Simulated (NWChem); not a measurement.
System: LiF; SMILES [Li][F]

NWChem input:

```
start job
memory heap 200 mb stack 900 mb global 1100 mb
geometry units angstroms noautosym nocenter noautoz
  Li     0.000000     0.000000    -1.159868
  F      0.000000     0.000000     0.399580
end
basis spherical
  * library def2-svp
end
dft
  xc b3lyp
  iterations 150
end
tddft
  cis
  nroots 8
end
task tddft energy
```

The geometry was optimised at PBE0-D3(BJ)/def2-TZVP.

Vertical excitations in the gas phase.

Q: Predict the main results of this run. (B3LYP/def2-SVP, TDA.) Quantities: lowest excitation, singlet (eV); oscillator strength of that lowest state; lowest state with f > 0.02, singlet (eV); oscillator strength of that bright state; lowest triplet (eV); orbital gap (eV).

A: The lowest excitation, singlet (eV) is 4.60 and the oscillator strength of that lowest state comes out as 0.032. The lowest state with f > 0.02, singlet (eV) is 4.60 and the oscillator strength of that bright state is 0.032. The lowest triplet (eV) comes out as 4.61 and the orbital gap (eV) is 5.67.
